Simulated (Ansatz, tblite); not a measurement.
Spin states of Li2O⁻ (the lowest doublet isomer of a short search), each relaxed with PBE-D4/def2-TZVPD in Ansatz. Electronic energies in the gas phase.

The xTB rows come from tblite. B3LYP takes the VWN-RPA correlation. Correlated methods freeze 1 core orbital; core or outer-core shells of Li are correlated, in sets that lack core-valence functions. HOMO above LUMO, or a gap near zero within one spin, warns that the state may not be the lowest or that an electron is smeared out. The structure comes from a short search, and lower isomers may exist.

Doublet geometry (C2v within 0.1 Å):

```xyz
3

Li   -1.378   -0.124   -0.588
Li    1.384   -0.352    0.470
O    -0.006    0.477    0.118
```

Quartet geometry (D∞h within 0.1 Å):

Cartesian coordinates in Å:
```
Li 0.134 1.622 -0.814
Li -0.135 -1.621 0.815
O 0.001 -0.001 -0.001
```

⟨S²⟩: doublet 0.75 at PBE0-D4/def2-TZVPD (pure 0.75), quartet 3.75 at PBE0-D4/def2-TZVPD (pure 3.75).

Run but left out: HF/STO-3G (doublet: ⟨S²⟩ 1.74, where a pure state has 0.75); HF/def2-TZVPPD, MP2/def2-TZVPPD, CCSD/def2-TZVPPD, CCSD(T)/def2-TZVPPD (flagged by the program: other roots).

Only these spin states were relaxed. The quartet has other bonds than the doublet, so the gap mixes isomer and spin.

```json
{"level": "GFN1-xTB", "quartet − doublet (kcal/mol)": "117.5", "lowest of these": "doublet", "remarks": "–"}
{"level": "HF/def2-TZVPD", "quartet − doublet (kcal/mol)": "-18.2", "lowest of these": "quartet", "remarks": "HOMO above zero (doublet)"}
{"level": "PBE-D4/def2-TZVPD", "quartet − doublet (kcal/mol)": "40.5", "lowest of these": "doublet", "remarks": "HOMO above zero (doublet), HOMO above zero (quartet), gap within one spin near zero (doublet)"}
{"level": "revPBE-D4/def2-TZVPD", "quartet − doublet (kcal/mol)": "36.8", "lowest of these": "doublet", "remarks": "HOMO above zero (doublet), HOMO above zero (quartet), gap within one spin near zero (doublet)"}
{"level": "r2SCAN-D4/def2-TZVPD", "quartet − doublet (kcal/mol)": "34.0", "lowest of these": "doublet", "remarks": "HOMO above zero (doublet), HOMO above zero (quartet)"}
{"level": "B3LYP-D4/def2-TZVPD", "quartet − doublet (kcal/mol)": "34.7", "lowest of these": "doublet", "remarks": "HOMO above zero (doublet), HOMO above zero (quartet)"}
{"level": "PBE0-D4/def2-TZVPD", "quartet − doublet (kcal/mol)": "29.2", "lowest of these": "doublet", "remarks": "HOMO above zero (doublet), HOMO above zero (quartet)"}
{"level": "BHLYP-D4/def2-TZVPD", "quartet − doublet (kcal/mol)": "21.8", "lowest of these": "doublet", "remarks": "HOMO above zero (doublet), HOMO above zero (quartet)"}
{"level": "ωB97M-V/def2-TZVPD", "quartet − doublet (kcal/mol)": "38.8", "lowest of these": "doublet", "remarks": "HOMO above zero (doublet)"}
{"level": "PBE-QIDH/def2-TZVPD", "quartet − doublet (kcal/mol)": "28.6", "lowest of these": "doublet", "remarks": "–"}
{"level": "RPA@PBE/def2-TZVPD", "quartet − doublet (kcal/mol)": "31.8", "lowest of these": "doublet", "remarks": "–"}
{"level": "MP2/def2-TZVPD", "quartet − doublet (kcal/mol)": "39.3", "lowest of these": "doublet", "remarks": "HOMO above zero (doublet)"}
```

Change of the quartet − doublet gap on mixing in exact exchange, in kcal/mol: PBE to PBE0 (25 % exact exchange) -11.3.

The xTB methods have no term that favours high spin, so they put low spin too low.
